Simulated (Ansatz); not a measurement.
Compare A (`NC1(N)CC1`) with its isomer B (`C/N=C/NC`).

Program: Ansatz. Geometries: PBE0-D4/def2-TZVP. ΔE: electronic, gas phase. CCSD(T)/CBS is the MP2 limit (def2-TZVPP, def2-QZVPP) plus CCSD(T) − MP2 in def2-TZVPP, frozen cores. Functionals use def2-TZVPP. B3LYP here is the variant with VWN-RPA as its local correlation; programs differ in this. Each species was taken in one conformer, which may not be the lowest.

(1) Which is lower in electronic energy at CCSD(T)/CBS, and by how much? (Estimate.)

(2) Give E(B) − E(A) in kJ/mol with r2SCAN-D4, B3LYP-D4, HF/def2-TZVPP, CCSD(T)/def2-TZVPP, B3LYP, CCSD(T)/def2-SVP, MP2/def2-TZVPP. (Estimate.)

(3) Does the order hold for the free energy at 298.15 K (harmonic terms from PBE0-D4)? (Best estimate.)

Largest T1 diagnostic: 0.012.

Answers

(1) Ansatz gave: B, by 33.2 kJ/mol.

(2) The calculation gave: r2SCAN-D4 -42.2, B3LYP-D4 -56.5, HF/def2-TZVPP -55.0, CCSD(T)/def2-TZVPP -35.8, B3LYP -60.0, CCSD(T)/def2-SVP -43.9, MP2/def2-TZVPP -27.7. None reverses the order clearly.

(3) The calculation gave: Yes: G(B) − G(A) = -41.0 kJ/mol, for one conformer each.

At CCSD(T), def2-SVP lies −10.7 kJ/mol from the extrapolated value and def2-TZVPP −2.7 kJ/mol. From r2SCAN to r2SCAN0 (25 % exact exchange), in def2-TZVPP and without D4, E(B) − E(A) moves by +11.0 kJ/mol.
